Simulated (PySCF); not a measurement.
## How methods differ on the ionisation energy of Al

Al [Ne] 3s2 3p1 (2P) → Al⁺ [Ne] 3s2 (1S), as a difference of total energies. Computed with PySCF 2.14 in x2c-QZVPPall (9s6p4d2f1g, 70 functions), with scalar relativity by spin-free X2C-1e. Correlated levels: valence: [Ne] frozen; valence and next inner shell: 1s2 frozen. The calculations carry no spin-orbit coupling.

```tsv
method	ionisation energy (eV)	error (eV)
UHF	5.600	-0.377
LDA	6.026	+0.049
PBE	6.068	+0.091
PBE0	6.088	+0.111
r2SCAN	6.163	+0.186
revPBE	6.078	+0.101
r2SCAN0	6.156	+0.179
M06	5.815	-0.162
wB97M-V	5.682	-0.295
MP2 (valence)	5.843	-0.134
SCS-MP2 (valence)	5.829	-0.148
MP2 (valence and next inner shell)	5.815	-0.162
SCS-MP2 (valence and next inner shell)	5.806	-0.171
```

Reference: 5.977 eV (measured; NIST levels, between the centres of gravity of the two terms).

Errors of the correlated levels include the incompleteness of this basis and the frozen core.
